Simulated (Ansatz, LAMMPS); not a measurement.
## How well does each level of theory give the bulk modulus B0 of hcp Ru?

Reference value: 318 GPa (measured, zero-point energy and finite temperature contributions removed, our sources range from 318 to 336; as tabulated in doi:10.1021/acs.jctc.3c00612).

| level (code) | value (GPa) | cell (Å³/atom) | error (%) |
|---|---|---|---|
| Lennard-Jones uff-vdw (LAMMPS) | 1.58 | 16.88 | -100 |
| LDA (Ansatz) | 366 | 13.09 | +15.1 |
| PBE (Ansatz) | 311 | 13.77 | -2.2 |
| PBE-D3(BJ) (Ansatz) | 333 | 13.44 | +4.7 |
| r²SCAN-D4 (Ansatz) | 343 | 13.42 | +7.9 |

Leaving aside Lennard-Jones uff-vdw (doubt noted below): Once the reference is moved by up to 5.6 % (a margin picked here for doubts on the reference and the settings) and values within 1.7 % count as equal, the nearest can be PBE (-2.2 %), PBE-D3(BJ) (+4.7 %) or r²SCAN-D4 (+7.9 %). Farthest off among them: LDA (+15.1 %).

Lennard-Jones uff-vdw: this is a force field's van der Waals term alone, without bonds or charges. Each level is taken at its own relaxed cell. Cutoffs differ between the levels. Ansatz's density-functional and Hartree–Fock values are scalar-relativistic unless marked +SOC, with PAW data made under PBE.

Differences are worked out from the printed values.

Ansatz is a first-principles code.
